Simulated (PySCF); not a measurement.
Relaxed structures of Si2H2O, singlet (PBE0-D4/def2-TZVP; forces vanish, vibrations not checked; lower isomers may exist, and structures with a doubtful reference or unclear bonds are left out; Å). Program: PySCF 2.14 with density fitting (its default auxiliary sets; JK sets also for MP2 and CCSD(T)). Basis: def2-TZVPP. Cores are frozen in the correlated methods.

Q: Rank them by CCSD(T) energy, lowest first, and give each one's height above the lowest. Links in brackets join atoms within 1.22 times the sum of their covalent radii (1.1 for two metals). (To be estimated.)
A.
Si₂H₂O ([SiH][O][SiH])
```
5
angstrom
O -0.1438 -0.0664 0.2060
Si -1.4454 -0.4957 -0.7034
Si 1.0219 0.2799 1.3138
H -1.4750 0.7806 -1.5620
H 2.1928 -0.3141 0.5121
```
B.
Si₂H₂O ([O]1[SiH][SiH]1)
```
5
angstrom
O -0.0076 0.0283 -0.3814
Si -0.8923 0.2152 0.9753
Si 1.4649 0.4951 0.4850
H -2.3059 -0.0646 0.5125
H 1.7401 -0.8777 1.1277
```
C.
Si₂H₂O ([OH][Si]1[H][Si]1)
```
5
angstrom
O -1.1199 -0.4483 -0.8574
Si -0.2357 -0.0102 0.4454
Si 1.3181 0.4038 1.8006
H -1.2464 0.1964 -1.5591
H 1.4695 -0.2265 0.2743
```

A: Computed: A (0.00 kcal/mol), B (11.85 kcal/mol), C (18.79 kcal/mol). Heights count from the lowest.

No T1 diagnostic of these runs exceeds 0.021. The restricted Hartree–Fock reference is unstable towards an unrestricted one at one or more of these structures.

For scale, one of the runs: CCSD(T)/def2-TZVPP, 143 basis functions, launched by `OMP_NUM_THREADS=2 python run.py`. The run took 35 s on 2 CPU threads of an AMD EPYC 9B45 (shared host), with 0.73 GiB of host memory at its peak.
